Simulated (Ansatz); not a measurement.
# CsCl-type TlCl

Method: LDA (Ansatz, a program for electronic structure, PAW).

Numerical settings: plane-wave cutoff 520 eV, 8×8×8 k mesh, perturbation theory, force constants from a 4×4×4 q mesh, scalar-relativistic PAW data made under PBE.

Cell: relaxed at this level.

```yaml
TO(Γ) frequency: 64 cm⁻¹
zero_point_energy: 0.014 eV/atom
```

Spin–orbit coupling is not included; it can shift volumes and moduli of such heavy elements.
